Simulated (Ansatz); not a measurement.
# One elementary step

Start structure (AlNH$_{6}$O, singlet), relaxed at PBE0-D4/def2-TZVP:

Al1  (-0.303, -0.635, 0.567)
N2  (-0.608, 1.122, 0.125)
H3  (-1.475, -1.665, 0.275)
H4  (0.778, -0.870, 1.719)
H5  (0.684, 0.276, -1.163)
O6  (0.865, -0.692, -1.072)
H7  (-0.242, 1.865, 0.702)
H8  (-1.508, 1.416, -0.226)
H9  (1.809, -0.818, -0.926)
(Å)

The step: AlNH₄ ([NH2][AlH2]) + H₂O → AlH₃O ([OH][AlH2]) + NH₃ (still joined by a long Al–N bond); bonds formed: N2–H5; dative contacts that become bonds: Al1–O6; bonds broken: H5–O6; bonds weakened to dative contacts: Al1–N2. Computed with Ansatz 0.2.0 (basis: def2-TZVPP and def2-QZVPP); correlated methods freeze the cores. Extrapolation: Hartree–Fock as exp(−7.88 √X), correlation as X^−2.97. Energies below are by CCSD(T) at an estimated basis limit (MP2 extrapolated from triple and quadruple zeta, plus CCSD(T) − MP2 in triple zeta).

**Question.** What are the electronic barrier and the energy of the step, from the start structure to the end structure? (An estimate is asked for; the value comes from the calculation.)

**Answer.** By the calculation: Barrier 0.149 eV; step energy -0.882 eV (downhill); reverse barrier, their difference, 1.031 eV. Barrier and step energy count from the start structure, the reverse barrier from the end structure.

The saddle point: One imaginary mode of 708i cm⁻¹.
```
  pair  start (Å)  saddle (Å)  end (Å)
Al1–O6       2.01        1.92     1.74
 N2–H5       2.01        1.46     1.02
Al1–N2       1.84        1.90     2.04
 H5–O6       0.99        1.12     2.38
```

Zero-point energy (harmonic, PBE0-D4): ZPE is 1.764 eV at the start and 1.690 eV at the saddle, so the barrier goes from 0.149 to 0.075 eV.

First-order rate constant out of the start structure at 298 K by transition-state theory, with harmonic vibrational free energies alone and no tunnelling: ΔA‡ = 0.097 eV, so k = (kB T/h) exp(−ΔA‡/kB T) ≈ 10^11 s⁻¹ (an order of magnitude at best: rotation, the number of equivalent paths and anharmonicity are left out).

The T1 diagnostic stays at or below 0.011.

The step is the kind of ligand exchange by which a precursor binds to a hydroxyl group, or is hydrolysed, in atomic layer deposition of oxides.

Labels in which every atom is bracketed show which atoms are joined, not bond orders.

For scale, one of the runs: CCSD(T)/def2-TZVPP, 188 basis functions, launched by `ansatz run in.yaml --threads 2 --pin off --events-out ev --progress --plain --max-ram 4352MiB`. Time: 43 s of wall clock on 2 CPU threads of an Arm Neoverse V2; the host was shared. Peak host memory: 2 GiB.
